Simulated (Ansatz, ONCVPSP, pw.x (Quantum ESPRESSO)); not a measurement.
**Si: does the ONCV potential hold in the solid?**

- Element: silicon
- Generator: ONCVPSP 4.0.1.1 (patched build)
- Type: optimised norm-conserving Vanderbilt (ONCV)
- Functional: LDA (Perdew-Wang 92)
- Relativity: scalar-relativistic
- Frozen core: [He]
- Valence charge: 12
- Reference configuration: 2s2 2p6 3s2 3p2
- Partial waves: 2s+3s: rc 1.10 bohr, ncon 3, nbas 6, qcut 12.3 1/bohr, 2 projectors; 2p+3p: rc 1.05 bohr, ncon 3, nbas 7, qcut 12.6 1/bohr, 2 projectors
- Local potential: polynomial inside 0.85 bohr (lpopt 5, dvloc0 0 Ha)
- Core correction: none

Atomic tests: cutoffs needed: 65 Ha and 73 Ha (the cutoffs (Ha) at which the residual kinetic energy of the hardest occupied pseudo-wave falls to 1 and 0.1 mHa per electron); ghost test: no bound ghost flagged; no localised positive-energy state flagged; largest excitation error: +2.8 meV (all-electron minus pseudo) for 2s2 2p6 3s2 3p0, out of 4 test configurations.

Crystal test: diamond Si in pw.x 7.5, no spin, 9³ k-points, Fermi–Dirac smearing 0.01 Ry, cutoffs 170/680 Ry. The lattice is a test structure that the element need not adopt, and mesh and smearing are coarse.

pw.x input:

```
&control
  calculation='scf', prefix='x', pseudo_dir='./', outdir='./tmp', tstress=.true., disk_io='none'
/
&system
  ibrav=0, nat=2, ntyp=1, ecutwfc=170, ecutrho=680, nbnd=21,
  occupations='smearing', smearing='fd', degauss=0.01
/
&electrons
  conv_thr=1e-09, mixing_beta=0.4, electron_maxstep=70
/
ATOMIC_SPECIES
Si 1.0 Si.UPF
CELL_PARAMETERS angstrom
  0.00000000 2.70050288 2.70050288
  2.70050288 0.00000000 2.70050288
  2.70050288 2.70050288 0.00000000
ATOMIC_POSITIONS crystal
Si 0.0000 0.0000 0.0000
Si 0.2500 0.2500 0.2500
K_POINTS automatic
9 9 9 0 0 0
```

```bash
pw.x < Si.scf.in > Si.scf.out
```

Q: How does the run end?

A: It converges; the pressure is 0.27 GPa against -0.03 GPa from all-electron LAPW.  The log shows:

```
     charge density cutoff     =     680.0000  Ry
     scf convergence threshold =      1.0E-09
     Exchange-correlation= SLA  PW   NOGX NOGC
     number of k points=    35  Fermi-Dirac smearing, width (Ry)=  0.0100
     iteration #  1     ecut=   170.00 Ry     beta= 0.40
     total energy              =    -394.54006680 Ry
     estimated scf accuracy    <       0.05956028 Ry
     iteration #  2     ecut=   170.00 Ry     beta= 0.40
     total energy              =    -394.53620672 Ry
     estimated scf accuracy    <       0.01510114 Ry
     iteration #  3     ecut=   170.00 Ry     beta= 0.40
     total energy              =    -394.53716012 Ry
     estimated scf accuracy    <       0.00025426 Ry
     iteration #  4     ecut=   170.00 Ry     beta= 0.40
     total energy              =    -394.53718593 Ry
     estimated scf accuracy    <       0.00000689 Ry
     iteration #  5     ecut=   170.00 Ry     beta= 0.40
     total energy              =    -394.53718704 Ry
     estimated scf accuracy    <       0.00000220 Ry
     iteration #  6     ecut=   170.00 Ry     beta= 0.40
     total energy              =    -394.53718723 Ry
     estimated scf accuracy    <       0.00000005 Ry
     iteration #  7     ecut=   170.00 Ry     beta= 0.40
     total energy              =    -394.53718722 Ry
     estimated scf accuracy    <       0.00000002 Ry
     iteration #  8     ecut=   170.00 Ry     beta= 0.40
     the Fermi energy is     7.7786 ev
!    total energy              =    -394.53718723 Ry
     estimated scf accuracy    <          2.6E-10 Ry
     smearing contrib. (-TS)   =      -0.00036578 Ry
     The total energy is F=E-TS. E is the sum of the following terms:
     one-electron contribution =    -347.83063125 Ry
     hartree contribution      =     148.19224963 Ry
     xc contribution           =     -42.89630973 Ry
     ewald contribution        =    -152.00213011 Ry
     convergence has been achieved in   8 iterations
          total   stress  (Ry/bohr**3)                   (kbar)     P=        2.66
     Message from routine punch:
     Nothing written, as per user request (disk_io='none')
```
